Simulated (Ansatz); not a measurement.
# [H···H···SiH], doublet in 6-31G: errors against full CI

Geometry: a point of a hydrogen-transfer path between rigid fragments, not a stationary point.

```yaml
atoms:
  - { symbol: H, position_ang: [-2.6809, 0.0479, 0.0000] }
  - { symbol: H, position_ang: [-1.8449, 0.0479, 0.0000] }
  - { symbol: Si, position_ang: [0.1431, 0.0479, 0.0000] }
  - { symbol: H, position_ang: [0.5395, -1.4316, 0.0000] }
```

Basis 6-31G; Ansatz 0.2.0. Correlated methods freeze the noble-gas cores, which leaves 7 electrons in 14 orbitals. R marks a restricted (for open shells ROHF) determinant, U an unrestricted one. Active spaces: valence = (7e, 7o) chosen from the atoms' valence shells; pair = (3e, 3o) about the gap.

Full CI is exact within this basis and frozen core; it isn't the basis-set limit. The frozen core follows each run's orbitals, which can shift R against U totals by a few meV.

For open shells CISD and CISDTQ are restricted-active-space CI with the open shells as a complete middle space.

The UHF ⟨S²⟩ is 0.758, the T1 diagnostic (RCCSD) is 0.0145 and the largest doubles amplitude (RCCSD) is 0.083. The T1 diagnostic (UCCSD) is 0.0115.

```tsv
level	E − E(RHF) (eV)
UHF	-0.0340
RMP2	-1.4137
UMP2	-1.4176
RCCSD	-2.0500
UCCSD	-2.0500
RCCSD(T)	-2.0658
UCCSD(T)	-2.0659
```

Problem. Estimate how far full CI in 6-31G lies from RCCSD(T). The table doesn't fix it; the size of (T) and the diagnostics are the guide.

Solution. Full CI in 6-31G lies 0.18 kcal/mol below RCCSD(T), which is 49 % of the (T) step (-0.37 kcal/mol). The diagnostics give no warning, yet the rest is a sizeable part of (T).

The other levels:

| level | E − E(full CI) (kcal/mol) | share of correlation (%) | wall time |
| --- | --- | --- | --- |
| CISD | 2.26 | 95.26 | 0.27 s |
| BCCD(T) | 0.18 | 99.63 | 0.48 s |
| RCCSDT | 0.03 | 99.93 | – |
| UCCSDT | 0.03 | 99.94 | – |
| CISDTQ | 0.03 | 99.93 | 0.63 s |
| RCCSDT(Q) | 0.01 | 99.98 | 1.5 s |
| UCCSDT(Q) | 0.01 | 99.98 | 1.5 s |
| RCCSDTQ | 0.00 | 100.00 | 7 s |
| UCCSDTQ | 0.00 | 100.00 | 7 s |
| CASSCF (pair space) | 34.34 | 28.19 | – |
| NEVPT2 (pair space) | 12.14 | 74.62 | 0.21 s |
| CASSCF (valence space) | 14.13 | 70.46 | – |
| NEVPT2 (valence space) | 4.62 | 90.34 | 0.9 s |
| MRCISD (valence space) | 0.47 | 99.02 | – |
| MRCISD+Q (valence space) | 0.25 | 99.49 | 1.3 s |

The correlation energy at full CI, counted from RHF, is -2.074 eV. That run took 1.1 s on 1 thread of Arm Neoverse V2, shared host over 176,132 determinants.

Times hold each run's SCF and search for its determinant on a shared host, so for small cases they say little of a method's own cost; they ran on 1 thread of Arm Neoverse V2.

The full-CI state has the irrep A'' of Cs, in the program's axes.

Natural occupations of full CI about the gap: 1.969 1.964 1.932 0.997 0.054 0.036 0.024 0.007 0.006 0.005; effectively unpaired electrons, Σ n²(2−n)², 1.04.
